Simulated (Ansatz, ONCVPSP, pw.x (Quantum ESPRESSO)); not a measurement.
H: does the ONCV potential hold in the solid?

ONCVPSP 4.0.1 input, shortened (lines: element, Z, core and valence counts, functional; n l f; lmax; l rc ep ncon nbas qcut; lloc lpopt rc5 dvloc0; l nproj debl; icmod fcfact rcfact), PBEsol, scalar-relativistic:

```
  H 1.00    0    1  -116133      upf
    1    0    0.75
    1
    0    1.00    0.00    3    6    7.00
    1    1.00    0.14    4    8    9.60
    0    5    1.00    0.00
    0    0    3.70
    1    1    0.50
    0    0.00    0.00
```

Atomic tests: cutoffs needed: 17 Ha and 24 Ha (the cutoffs (Ha) at which the residual kinetic energy of the hardest occupied pseudo-wave falls to 1 and 0.1 mHa per electron); ghost test: no bound ghost flagged; no localised positive-energy state flagged; largest excitation error: +0.2 meV (all-electron minus pseudo) for 1s0.5, out of 2 test configurations.

Crystal test: sc H in pw.x 7.5, no spin, 18³ k-points, Fermi–Dirac smearing 0.01 Ry, cutoffs 60/240 Ry. The reference is all-electron LAPW (Ansatz 0.2.0) with the same functional, mesh and smearing; V0 and B0 come from Birch–Murnaghan fits to the pressures at five volumes. Errors are pseudo minus all-electron; Δ is the rms difference of the E(V) curves that follow from these fits, minima aligned, over ±6 % about the mean V0. Mesh and smearing are coarse, so the numbers serve the comparison and aren't converged zero-temperature values; the lattice is a test structure that the element need not adopt.

```
V (Å³/atom)  P all-electron (GPa)  P pseudo (GPa)
      2.843                  7.51            7.63
      2.918                  4.24            4.36
      2.993                  1.30            1.41
      3.068                 -1.34           -1.25
      3.143                 -3.73           -3.64
```

All-electron: a0 = 1.447 Å (V0 = 3.03 Å³/atom), B0 = 107.4 GPa.

Pseudopotential: mean pressure error (GPa): +0.11; a0 (Å): 1.447; a0 error (%): +0.03; B0 error (%): +0.0; Δ (meV/atom): 0.1.

**Question.** At the middle volume, how do free energy and pressure move when the wave cutoff is lowered (ecutrho kept at four times it)?

**Answer.**

| cutoff (Ry) | shift of F (meV/atom) | shift of P (GPa) |
| --- | --- | --- |
| 27 | +63.0 | -7.27 |
| 36 | +14.9 | -2.82 |
| 48 | +1.3 | -0.56 |

The run at the middle volume (220 k-points, 4 iterations) took about 1.8 s on one core of a shared host (Intel(R) Xeon(R) Processor @ 2.60GHz, 24 threads, 32 GiB, load 5).
